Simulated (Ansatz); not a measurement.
A made-up structure of MgSi₂H₆, singlet:

```
9
angstrom
Si -1.2260 1.7427 -1.4593
Mg 0.0008 0.0008 0.0003
Si 1.2259 -1.7429 1.4592
H -2.3307 1.1485 -2.2734
H -0.3230 2.4247 -2.4368
H 2.1137 -2.8446 1.5789
H 2.6904 -1.8215 1.1679
H 0.7005 -3.1308 1.2762
H 1.1180 -1.4578 2.9232
```

It is relaxed with PBE-D4/def2-SVP and then PBE0-D4/def2-TZVP (Ansatz 0.2.0). Atoms count as bonded within 1.22 times the sum of their covalent radii (H–H: 0.88 Å). The end point is not checked to be a true minimum.

(1) Does its bonding change? (Judge from chemistry; the calculation decides.)

Results:

(1) Computed: Yes. Formed: none; broken: Mg2–Si3.

Where it ends: The first stage lowers the energy by 3.15 eV in 11 steps. It ends as a complex of MgSiH₂ ([Mg][SiH2]) + SiH₄:
Si1  (-1.478, 2.152, -1.390)
Mg2  (-0.213, 0.309, -0.229)
Si3  (1.573, -2.209, 1.627)
H4  (-2.006, 0.853, -2.039)
H5  (-0.171, 2.005, -2.202)
H6  (2.370, -3.265, 2.298)
H7  (2.435, -1.430, 0.696)
H8  (0.465, -2.818, 0.844)
H9  (0.995, -1.278, 2.631)
(Å)

Labels in which every atom is bracketed show which atoms are joined, not bond orders.

For scale, one of the runs: PBE0-D4/def2-TZVP relaxation, 142 basis functions, launched by `ansatz run in.yaml --threads 2 --pin off --events-out ev --progress --plain --max-ram 4352MiB`. The run took about 13 s on 2 CPU threads of an Arm Neoverse V2 (shared host).
